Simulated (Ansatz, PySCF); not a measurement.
Species: C3H5, net charge 0, doublet state. It need not be the lowest isomer of its formula. 
Geometry from a B3LYP-D3(BJ)/def2-TZVP (Ansatz, an electronic-structure program) optimisation:
```
C
C 1 1.3043
H 2 1.0780 1 138.15
H 1 1.0957 2 118.15 3 0.00
C 1 1.5031 4 115.65 2 -180.00
H 5 1.0889 1 111.21 4 -180.00
H 5 1.0931 6 108.64 1 121.90
H 5 1.0931 6 108.64 7 116.19
```
Charge 0, spin multiplicity 2.

Property: atomisation energy (electronic, to ground-state atoms), in kcal/mol. Correlated levels leave the core frozen unless marked. UHF or UKS for open shells. Spin-orbit coupling is left out. No relativistic terms. The coupled-cluster limit lacks core correlation, which all-electron functionals hold. CBS(X,Y): correlation extrapolated as X^-3; Hartree-Fock from the larger set. The bracket is a focal-point correction in the basis named.

```tsv
level	program	atomisation energy (kcal/mol)	minus last row
HF/6-31G*	Ansatz	561.2	-179.1
RI-HF/cc-pVQZ	Ansatz	564.4	-175.9
B97M-V/def2-TZVPD	Ansatz	743.7	3.4
B3LYP-D3(BJ)/def2-TZVPD	Ansatz + dftd3	745.8	5.5
PBE0/def2-SVP	Ansatz	754.4	14.1
PBE0/def2-QZVPP	Ansatz	748.8	8.5
PW6B95/def2-TZVPD	PySCF	743.5	3.2
M06-2X/def2-TZVPD	PySCF	741.3	1.0
CAM-B3LYP/def2-TZVPD	Ansatz	744.5	4.2
MP2/6-31G	Ansatz	643.4	-96.9
RI-MP2/cc-pVTZ	Ansatz	725.6	-14.7
RI-MP2/CBS(cc-pVTZ,cc-pVQZ)	Ansatz	742.1	1.8
CCSD/cc-pVTZ	Ansatz	714.5	-25.8
CCSD(T)/STO-3G	Ansatz	767.0	26.7
RI-MP2/CBS(cc-pVTZ,cc-pVQZ)+[CCSD(T)-MP2]/cc-pVTZ	Ansatz	740.3	0.0
```

The UHF reference is spin-contaminated (<S^2> 0.18 over the pure value in the largest basis).
